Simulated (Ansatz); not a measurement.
# Interaction energy ladder

The pair of CH4 (SMILES C, atoms 1–5) and CH4 (SMILES C, atoms 6–10), both closed shells, in one local arrangement (a lower one may exist), relaxed at PBE0-D4/def2-TZVP:

```xyz
10
angstrom
C 0.1757 -0.0951 -1.9091
H -0.5040 0.7339 -1.7136
H -0.3321 -1.0366 -1.7011
H 1.0508 -0.0055 -1.2662
H 0.4861 -0.0726 -2.9534
C -0.1755 0.0951 1.9091
H -0.6603 0.1041 2.8850
H -0.4359 1.0024 1.3647
H -0.5099 -0.7742 1.3437
H 0.9052 0.0486 2.0409
```

Ansatz 0.2.0; basis: def2-TZVPPD, with def2-QZVPPD for the basis limit; cores frozen in the correlated methods. B3LYP uses VWN-RPA correlation. Extrapolation: Hartree–Fock as exp(−7.88 √X), correlation as X^−2.97. Interaction energies count from these two fragments, frozen as in the pair, with the counterpoise correction; negative means bound.

What is the interaction energy by CCSD(T) at an estimated basis limit (MP2 extrapolated from triple and quadruple zeta, plus CCSD(T) − MP2 in triple zeta)? (Judge from chemistry; the value comes from the calculation.)

By the calculation: -1.9 kJ/mol. Hartree–Fock alone gives 1.3 kJ/mol at the basis limit, so without correlation the pair would not bind at this distance. It counts from the two fragments frozen as in the pair.

The same quantity by other methods in triple zeta, and each one's difference from that estimate:
```
   method  E_int (kJ/mol)  difference
   PBE-D4            -2.6        -0.7
revPBE-D4            -2.2        -0.3
  BLYP-D4            -1.2         0.7
r2SCAN-D4            -1.8         0.1
   B97M-V            -1.7         0.2
  PBE0-D4            -2.2        -0.3
 B3LYP-D4            -1.6         0.3
 HSE06-D4            -2.2        -0.3
  wB97X-V            -2.0         0.0
  wB97M-V            -1.7         0.3
   B2PLYP             0.1         2.1
       HF             1.3         3.2
      MP2            -1.6         0.3
     CCSD            -1.3         0.6
  CCSD(T)            -1.7         0.2
```
Differences are method less estimate.

Basis-set superposition shift (counterpoise-corrected less uncorrected): CCSD(T) 0.6; MP2 0.6; HF 0.1; PBE0-D4 0.1; wB97M-V 0.1 kJ/mol.

No T1 diagnostic of these runs exceeds 0.008.

For scale, one of the runs: CCSD(T)/def2-TZVPPD, 210 basis functions, launched by `ansatz run in.yaml --threads 2 --pin off --events-out ev --progress --plain --max-ram 5222MiB`. Time: 44 s of wall clock on 2 CPU threads of an Arm Neoverse V1; the host was shared. Peak host memory: 2.9 GiB.
